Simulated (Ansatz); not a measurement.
# Strength of the C–O bond: C4H10O → C3H7O + CH3

Species: C4H10O (2-methoxypropane) `COC(C)C`, singlet; C3H7O `CC(C)[O]`, doublet; CH3 `[CH3]`, doublet. 

Shapes, held fixed at every level: PBE0-D4/def2-TZVP. Flexible molecules stand in one conformer, not always the lowest. Programs: Ansatz 0.2.0. The zero-point and thermal change to 298 K, harmonic and unscaled (PBE0-D4/def2-TZVP), is -26.4 kJ/mol.

```
               level                   kind  ΔH(298 K) (kJ/mol)  less CCSD(T)/CBS estimate
       HF/def2-TZVPP           Hartree–Fock              +186.7                     -168.4
   PBE-D4/def2-TZVPP                    GGA              +338.7                      -16.4
 B3LYP-D4/def2-TZVPP          global hybrid              +324.1                      -31.0
 BHLYP-D4/def2-TZVPP          global hybrid              +309.1                      -46.0
   B2PLYP/def2-TZVPP          double hybrid              +332.3                      -22.8
        MP2/def2-SVP    perturbation theory              +370.6                      +15.5
    CCSD(T)/def2-SVP  coupled cluster or CI              +340.0                      -15.1
CCSD(T)/CBS estimate  coupled cluster or CI              +355.1                        0.0
```

The highest level, CCSD(T)/CBS estimate, gives ΔH(298 K) = +355.1 kJ/mol; the levels span +186.7 to +370.6. The column of differences is taken from that level and isn't an error. Hartree–Fock misses the correlation of the pair that is broken and comes out low. No measured value is set beside it here. Open shells run unrestricted unless RO is named. The CBS estimate extrapolates MP2 from def2-TZVPP and def2-QZVPP and adds CCSD(T) − MP2 in the triple-zeta set, cores frozen.
